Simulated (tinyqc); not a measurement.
Inside a calculation. Method: RKS/PBE in the sto-3g basis, for HF, spin multiplicity 1. One step of it, computed by the program tinyqc.

Question. Iteration 2: building the Kohn-Sham matrix. J_ij = sum D_kl (ij|kl); F = H + J + V_xc; E = tr D H + tr D J / 2 + E_xc + E_nn.

D after iteration 1:
```
            1F 1s      1F 2s    1F 2px    1F 2py     1F 2pz      2H 1s
1F 1s    2.127208  -0.503766  0.000000  0.000000   0.027233  -0.005783
1F 2s   -0.503766   2.119591  0.000000  0.000000  -0.132991  -0.008906
1F 2px   0.000000   0.000000  1.927466  0.000000   0.000000   0.000000
1F 2py   0.000000   0.000000  0.000000  1.927466   0.000000   0.000000
1F 2pz   0.027233  -0.132991  0.000000  0.000000   1.235306   0.725783
2H 1s   -0.005783  -0.008906  0.000000  0.000000   0.725783   0.732424
```

core Hamiltonian H = T + V (hartree):
```
             1F 1s       1F 2s     1F 2px     1F 2py     1F 2pz      2H 1s
1F 1s   -40.347869   -9.466505   0.000000   0.000000  -0.004713  -0.377918
1F 2s    -9.466505  -10.826064   0.000000   0.000000  -0.058968  -0.993721
1F 2px    0.000000    0.000000  -8.515871   0.000000   0.000000   0.000000
1F 2py    0.000000    0.000000   0.000000  -8.515871   0.000000   0.000000
1F 2pz   -0.004713   -0.058968   0.000000   0.000000  -8.539208  -0.764128
2H 1s    -0.377918   -0.993721   0.000000   0.000000  -0.764128  -3.366006
```

Two-electron integrals (ij|kl) in chemists' order, unique and non-zero (hartree):
```
(11|11) 5.403501   (21|11) 0.841920   (21|21) 0.156299   (22|11) 1.268028
(22|21) 0.292344   (22|22) 0.926167   (31|31) 0.027998   (32|31) 0.043169
(32|32) 0.204588   (33|11) 1.264502   (33|21) 0.292403   (33|22) 0.925959
(33|33) 0.997514   (41|41) 0.027998   (42|41) 0.043169   (42|42) 0.204588
(43|43) 0.053770   (44|11) 1.264502   (44|21) 0.292403   (44|22) 0.925959
(44|33) 0.889973   (44|44) 0.997514   (51|51) 0.027998   (52|51) 0.043169
(52|52) 0.204588   (53|53) 0.053770   (54|54) 0.053770   (55|11) 1.264502
(55|21) 0.292403   (55|22) 0.925959   (55|33) 0.889973   (55|44) 0.889973
(55|55) 0.997514   (61|11) 0.033737   (61|21) 0.006214   (61|22) 0.011561
(61|33) 0.011549   (61|44) 0.011549   (61|51) 0.000231   (61|52) 0.000437
(61|55) 0.011589   (61|61) 0.000249   (62|11) 0.100933   (62|21) 0.023650
(62|22) 0.085741   (62|33) 0.084536   (62|44) 0.084536   (62|51) 0.001554
(62|52) 0.013209   (62|55) 0.088065   (62|61) 0.000953   (62|62) 0.010601
(63|31) 0.002285   (63|32) 0.014332   (63|53) 0.002683   (63|63) 0.001480
(64|41) 0.002285   (64|42) 0.014332   (64|54) 0.002683   (64|64) 0.001480
(65|11) 0.076481   (65|21) 0.018131   (65|22) 0.070577   (65|33) 0.067888
(65|44) 0.067888   (65|51) 0.003232   (65|52) 0.023804   (65|55) 0.075878
(65|61) 0.000753   (65|62) 0.010771   (65|65) 0.012343   (66|11) 0.322133
(66|21) 0.076649   (66|22) 0.321043   (66|33) 0.314068   (66|44) 0.314068
(66|51) 0.004618   (66|52) 0.056697   (66|55) 0.334897   (66|61) 0.003086
(66|62) 0.055870   (66|65) 0.067312   (66|66) 0.774606
```

nuclear repulsion = 2.90579310 hartree

V_xc (hartree):
```
            1F 1s      1F 2s     1F 2px     1F 2py     1F 2pz      2H 1s
1F 1s   -3.491320  -0.481947   0.000000   0.000000   0.000904  -0.019464
1F 2s   -0.481947  -0.918705   0.000000   0.000000   0.004205  -0.074571
1F 2px   0.000000   0.000000  -0.921898   0.000000   0.000000   0.000000
1F 2py   0.000000   0.000000   0.000000  -0.921898   0.000000   0.000000
1F 2pz   0.000904   0.004205   0.000000   0.000000  -0.891506  -0.058739
2H 1s   -0.019464  -0.074571   0.000000   0.000000  -0.058739  -0.401978
```

E_xc = sum of w rho eps_xc = -10.81666052 hartree

Give: Coulomb J; Kohn-Sham matrix F; total energy of this density.

Answer.

Coulomb J (hartree):
```
         1F 1s  1F 2s  1F 2px  1F 2py  1F 2pz  2H 1s
1F 1s   20.115  3.823   0.000   0.000  -0.002  0.152
1F 2s    3.823  9.415   0.000   0.000   0.024  0.860
1F 2px   0.000  0.000   9.422   0.000   0.000  0.000
1F 2py   0.000  0.000   0.000   9.422   0.000  0.000
1F 2pz  -0.002  0.024   0.000   0.000   9.375  0.710
2H 1s    0.152  0.860   0.000   0.000   0.710  3.562
```

Kohn-Sham matrix F (hartree):
```
          1F 1s   1F 2s  1F 2px  1F 2py  1F 2pz   2H 1s
1F 1s   -23.724  -6.125   0.000   0.000  -0.006  -0.245
1F 2s    -6.125  -2.330   0.000   0.000  -0.031  -0.208
1F 2px    0.000   0.000  -0.015   0.000   0.000   0.000
1F 2py    0.000   0.000   0.000  -0.015   0.000   0.000
1F 2pz   -0.006  -0.031   0.000   0.000  -0.056  -0.113
2H 1s    -0.245  -0.208   0.000   0.000  -0.113  -0.206
```

total energy of this density = -98.85552 hartree

This density is a damped mixture and is not idempotent, and it still holds part of the atomic start, so its energy may lie below the converged one.
